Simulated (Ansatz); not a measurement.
Basis sets compared for Li2O⁻. Charge -1, multiplicity 2. Geometry PBE-D4/def2-TZVPD. Ansatz on 4 threads of Intel Xeon on a shared host; times are rough, and most runs start from earlier orbitals.

```xyz
3

Li   -1.147    0.970    0.064
Li    1.394   -0.560    0.049
O    -0.247   -0.409   -0.112
```

B3LYP takes the VWN-RPA correlation. At PBE-D4/def2-SVPD, PBE-D4/def2-TZVPD, B3LYP-D4/6-31G, B3LYP-D4/def2-TZVPD and others the highest occupied level of the charge -1 doublet lies above zero (up to 1.33 eV). Energy differences put its binding near zero (-0.04 eV; vertical, to the charge 0 singlet, at LC-ωPBE (ω = 0.30 bohr⁻¹)/def2-TZVPD), which leaves it undecided. At PBE-D4/def2-TZVPD the gap within one spin of the charge -1 doublet nearly closes, so an electron or hole may be smeared out by delocalisation error. The structure comes from a short search, and lower isomers may exist.

```
            level  functions  energy (Eh)  HOMO (eV)  LUMO (eV)  wall time
 PBE-D4/def2-SVPD         47     -90.1244       1.10       1.35        1 s
   B3LYP-D4/6-31G         27     -90.2953       1.33       2.06     0.81 s
PBE0-D4/def2-SVPD         47     -90.1171       0.82       1.65        1 s
```

Task: Estimate the rows for PBE-D4/def2-TZVPD, B3LYP-D4/def2-TZVPD, PBE0-D4/def2-TZVPD.

Result: 
| level | functions | energy (Eh) | HOMO (eV) | LUMO (eV) | wall time |
| --- | --- | --- | --- | --- | --- |
| PBE-D4/def2-TZVPD | 74 | -90.2157 | 1.16 | 1.29 | 1.5 s |
| B3LYP-D4/def2-TZVPD | 74 | -90.3531 | 1.01 | 1.55 | 1.9 s |
| PBE0-D4/def2-TZVPD | 74 | -90.2077 | 0.88 | 1.55 | 4.5 s |
